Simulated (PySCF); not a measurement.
2 CF₃ → CF₂ + CF₄

Level: B3LYP in the def2-TZVP basis family, all electrons, no relativity, computed in PySCF with density fitting; open shells unrestricted.

| species | state and structure | E (Eh) | ZPE (kJ/mol) | H(298 K) − H(0) (kJ/mol) | S° (J/(mol K)) |
| --- | --- | --- | --- | --- | --- |
| CF₃ | doublet, C3v, C–F 1.321 Å (×3); F–C–F 111.4° (×3) | -337.71668 | 31.5 | 11.5 | 264.8 |
| CF₂ | singlet, C2v, C–F 1.304 Å (×2); F–C–F 104.8° | -237.80684 | 18.0 | 10.3 | 240.9 |
| CF₄ | singlet, Td, C–F 1.326 Å (×4) | -437.68705 | 44.1 | 12.8 | 262.0 |

Question: What is the electronic reaction energy?

Answer: At B3LYP/def2-TZVP, ΔE = -158.9 kJ/mol from the differences of the total energies times 2625.5, downhill. The bond broken in CF₃ is weaker than the one that a second molecule gains.

Question: Add zero-point, thermal and entropy terms for 298.15 K and 1 bar.

Answer: ΔZPE = -0.9 and Δ[H(298) − H(0)] = 0.1 kJ/mol give ΔH° = -159.7 kJ/mol. ΔS° = -26.7 J/(mol K), so ΔG° = -159.7 − 298.15 × (-0.0267) = -152 kJ/mol.

The structures come from searches over a few start shapes, so lower isomers are not excluded.
